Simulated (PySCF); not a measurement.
C3H11P3.
Numbering: `[CH3:1][P:2]([CH2:3][PH2:4])[CH2:5][PH2:6]` (hydrogens: H7, H8, H9 on C1; H10, H11 on C3; H12, H13 on P4; H14, H15 on C5; H16, H17 on P6)

Level of theory: core-valence-separated Tamm–Dancoff BHandHLYP/aug-pcX-1 (pcseg-1 on H, def2-SVPD on P) in PySCF, non-relativistic, gas phase, PBE0-D3(BJ)/def2-SVP geometry. Absolute energies from this functional tend to lie a few eV below measured edges; no shift was applied.

(1) What does the C 1s absorption edge look like?

Results:

(1) 
```tsv
E (eV)	f	core hole on	main final orbital
285.56	0.0151	C5	LUMO (55 %)
285.61	0.0020	C1	LUMO+2 (79 %)
285.63	0.0127	C3	LUMO+1 (37 %)
285.79	0.0350	C1	spread
285.93	0.0357	C3	spread
285.97	0.0421	C5	spread
286.13	0.0232	C1	LUMO+1 (33 %)
286.20	0.0667	C3/C5	spread (2 roots, f summed)
286.27	0.0288	C1	spread
286.29	0.0594	C3/C5	LUMO+3 (2 roots, f summed)
286.45	0.0011	C5	LUMO+4 (50 %)
286.69	0.0103	C1	spread
286.96	0.0024	C3	LUMO+2 (35 %)
```

The first line with a tenth or more of the strongest one's intensity is at 285.56 eV (f = 0.015), with the hole on C5 (sp3 carbon bound to phosphorus). The strongest listed is at 286.20 eV (f = 0.067, sum of 2; C3/C5).

Roots within 0.03 eV whose holes lie on the same, on equivalent or on shared atoms are summed into one line, and the highest roots are left out, as the search may have cut off their partners. Final orbitals are the ground state's empty Kohn–Sham orbitals.

What are the wavelength and the wavenumber of the 286.27 eV line?

λ = 12398.42 eV Å/286.27 eV = 43.310 Å; 2.3089 × 10⁶ cm⁻¹.

Only the lowest roots of each edge were sought.

Shape of the structure used: `[CH3:1][P:2]([CH2:3][PH2:4])[CH2:5][PH2:6]`: C1–P2–C3–P4 73°, C1–P2–C5–P6 -72°, H–P4–C3–P2 -56°, H–P4–C3–P2 38°, H–P6–C5–P2 -164°, H–P6–C5–P2 -70°.

One conformer stands for the species.
